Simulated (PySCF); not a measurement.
O2S, charge +1, multiplicity 2. Atoms are numbered in the order given.

```xyz
3

O      0.0000    -1.2979    -0.2852
S      0.0000     0.0000     0.2852
O      0.0000     1.2979    -0.2852
```
Charge +1, spin multiplicity 2.

The structure is a stationary point at PBE0-D3(BJ)/def2-TZVP. The multiplicity is an assumed one; other spin states were not compared.

Computed with TDA-PBE0/def2-TZVPD (PySCF).

Vertical excitations. 

Computed lowest excited states:
```json
[
 {"state": "root 1", "energy (eV)": "1.96", "λ (nm)": "631", "f": "0.004", "main pairs": "β HOMO→LUMO 95 %"},
 {"state": "root 2", "energy (eV)": "2.24", "λ (nm)": "554", "f": "0.000", "main pairs": "β HOMO−1→LUMO 99 %"},
 {"state": "root 3", "energy (eV)": "4.39", "λ (nm)": "282", "f": "0.003", "main pairs": "α HOMO→LUMO 95 %"},
 {"state": "root 4", "energy (eV)": "4.63", "λ (nm)": "268", "f": "0.001", "main pairs": "α HOMO−1→LUMO 56 %, β HOMO−1→LUMO+1 24 %, β HOMO−2→LUMO 19 %"},
 {"state": "root 5", "energy (eV)": "5.00", "λ (nm)": "248", "f": "0.000", "main pairs": "α HOMO−2→LUMO 35 %, β HOMO→LUMO+1 64 %"},
 {"state": "root 6", "energy (eV)": "5.10", "λ (nm)": "243", "f": "0.008", "main pairs": "β HOMO−2→LUMO 66 %, β HOMO−1→LUMO+1 31 %"},
 {"state": "root 7", "energy (eV)": "5.21", "λ (nm)": "238", "f": "0.014", "main pairs": "β HOMO−3→LUMO 96 %"},
 {"state": "root 8", "energy (eV)": "5.28", "λ (nm)": "235", "f": "0.011", "main pairs": "β HOMO−4→LUMO 94 %"},
 {"state": "root 9", "energy (eV)": "5.55", "λ (nm)": "224", "f": "0.000", "main pairs": "α HOMO−2→LUMO 64 %, β HOMO→LUMO+1 35 %"},
 {"state": "root 10", "energy (eV)": "7.37", "λ (nm)": "168", "f": "0.001", "main pairs": "α HOMO−3→LUMO 54 %, β HOMO−4→LUMO+1 39 %"}
]
```
Unrestricted roots are not spin-pure.
